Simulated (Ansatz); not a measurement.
We consider litharge SnO, described by r²SCAN+rVV10 (Ansatz, an electronic-structure program, PAW).

Total energies, extrapolated to zero smearing (they compare only within this program, potentials and cutoff; free atoms with spin allowed, lowest state found):

```json
[
 {"system": "litharge SnO, relaxed", "energy (eV/atom)": "-3302.5858"},
 {"system": "free Sn atom", "energy (eV/atom)": "-6033.2170"},
 {"system": "free O atom", "energy (eV/atom)": "-562.7876"}
]
```

Task: Work out the cohesive energy per atom.

Result: E_coh = [1 × (-6033.2170) + 1 × (-562.7876)]/2 − (-3302.5858) = 4.58 eV/atom. The reference value is 4.29 eV/atom (derived here from tabulated measurements, 0 K, copied from a table, unchecked, atomisation enthalpy taken to 0 K with CODATA's H(298.15)-H(0) of solid and atoms; inputs from Wang et al. (2021), doi:10.1038/s41598-021-94550-5), not set against a level without spin–orbit coupling.

Spin–orbit coupling is left out; its size isn't shown.

The PAW data were made under PBE.
